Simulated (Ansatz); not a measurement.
# PH2 (SMILES [PH2]) at UBCCD(T)/6-31G(d) (spherical functions)

Aim: the vertical doublet–quartet gap of PH2 at UBCCD(T)/6-31G* (spherical functions), from 2 runs. 

Program for the calculation: Ansatz 0.2.0.

46 further runs of the same task are left out: 46 set aside as unsound or not needed.

### 1 The molecule

PH2: 3 atoms, total charge 0, spin state doublet. SMILES: `[PH2]`. The coordinates come from a GFN2-xTB relaxation.

Bond lengths: P1–H2 1.392 Å, P1–H3 1.392 Å. Angles: H2–P1–H3 91.4°.

### 2 A single-point energy at UBCCD(T)/6-31G(d) (spherical functions)

molecule.yaml

```yaml
crystal:
  periodic: [false, false, false]
  atoms:
    - {symbol: P, position_ang: [0.514470, -0.302750, 0.252680]}
    - {symbol: H, position_ang: [0.111510, 1.027360, 0.172420]}
    - {symbol: H, position_ang: [-0.625980, -0.724620, -0.425100]}
basis:
  gaussian:
    orbitals: 6-31G_st_-spherical.json
magnetization:
  spin_polarized: true
  initial_magnetization: 1
correlation:
  method: bccd_t
  frozen_orbitals: {H: 0, P: 5}
accuracy: high
scf:
  omitted_lower_state_checks: [cluster_reference, increment]
```

The basis set 6-31G* is read from a file made from the Basis Set Exchange's data (not shown).

The run is started by

```console
ansatz run molecule.yaml --threads 1 --pin off --max-ram 2610MiB --events-out events.jsonl --progress --plain --runs-dir runs
```

What it wrote, shortened:

```text
Warning: RAYON_NUM_THREADS=1 ignored (pool sized by the plan → 1); use --threads N
Functional definition: HF
  name "HF"
[...]
379 factors; integrals over basis functions are off by at most 3.4e-9 eV
[...]
mean field -9302.15633124 eV, -341.8479399451 hartree, gradient 8.4e-8 eV, S^2 0.762577; 0 other end points of the search recorded, 0 dependent functions left out
5 core orbitals not correlated: weight in the atoms' cores, before any rotation towards them, 1.000 or more for the frozen orbitals, at most 0.000 for the correlated occupied ones
reference -9302.15633124 eV, -341.8479399451 hartree; 4, 3 occupied and 13, 14 virtual orbitals, 379 factors
second order -2.30008016 eV of doubles, -0.00000000 eV of singles
cycle   1  -2.75851319 eV  change   -4.6e-1 eV  update   5.2e-2
[...]
cycle  19  -2.93986696 eV  change   6.4e-10 eV  update  2.7e-10
perturbative correction -0.06101254 eV, -0.0022421696 hartree
Total energy: -9305.15721074 eV, -341.9582202327 hartree
Checks for a lower state left out: cluster_reference, increment
```

Run time: 0.5 s. Hardware: 1 thread of Arm Neoverse V1, shared host.

### 3 The quartet at the same level

input.yaml

```yaml
crystal:
  periodic: [false, false, false]
  atoms:
    - {symbol: P, position_ang: [0.514470, -0.302750, 0.252680]}
    - {symbol: H, position_ang: [0.111510, 1.027360, 0.172420]}
    - {symbol: H, position_ang: [-0.625980, -0.724620, -0.425100]}
basis:
  gaussian:
    orbitals: 6-31G_st_-spherical.json
accuracy: high
correlation:
  method: bccd_t
  frozen_orbitals: {H: 0, P: 5}
magnetization:
  spin_polarized: true
  initial_magnetization: 3
scf:
  omitted_lower_state_checks: [cluster_reference, increment]
```

The basis set 6-31G* is read from a file made from the Basis Set Exchange's data (not shown).

The run is started by

```console
ansatz run input.yaml --threads 1 --pin off --max-ram 2610MiB --events-out events.jsonl --progress --plain --runs-dir runs
```

What it wrote, shortened:

```text
Warning: RAYON_NUM_THREADS=1 ignored (pool sized by the plan → 1); use --threads N
[... 2 set-up lines as earlier in the session ...]
[...]
381 factors; integrals over basis functions are off by at most 3.4e-9 eV
[...]
mean field -9296.30382683 eV, -341.6328643750 hartree, gradient 1.6e-8 eV, S^2 3.755553; 2 other end points of the search recorded, 0 dependent functions left out
5 core orbitals not correlated: weight in the atoms' cores, before any rotation towards them, 1.000 or more for the frozen orbitals, at most 0.000 for the correlated occupied ones
reference -9296.30382683 eV, -341.6328643750 hartree; 5, 2 occupied and 12, 15 virtual orbitals, 381 factors
second order -1.80254108 eV of doubles, -0.00000000 eV of singles
cycle   1  -2.20333709 eV  change   -4.0e-1 eV  update   5.1e-2
[...]
cycle  23  -2.40498511 eV  change  -7.8e-11 eV  update  3.1e-10
perturbative correction -0.05541563 eV, -0.0020364870 hartree
Total energy: -9298.76422757 eV, -341.7232824346 hartree
Checks for a lower state left out: cluster_reference, increment
```

Run time: 0.54 s. Hardware: 1 thread of Arm Neoverse V1, shared host.

### 4 Results

Level: UBCCD(T)/6-31G* (spherical functions), 5 core orbitals frozen.

```
                                            quantity          value
                               doublet: total energy  -341.95822 Eh
doublet: correlation energy (5 core orbitals frozen)     -110.3 mEh
                             doublet: (T) correction      -2.24 mEh
          doublet: ⟨S²⟩ of the reference determinant          0.763
                               quartet: total energy  -341.72328 Eh
quartet: correlation energy (5 core orbitals frozen)      -90.4 mEh
                             quartet: (T) correction      -2.04 mEh
          quartet: ⟨S²⟩ of the reference determinant          3.756
    vertical energy of the quartet above the doublet       6.393 eV
```

**Reading.** At this shape the quartet lies 6.39 eV (147 kcal/mol) above the doublet. The triples (doublet) make up 2.0 % of the correlation energy. The triples (quartet) make up 2.3 % of the correlation energy.
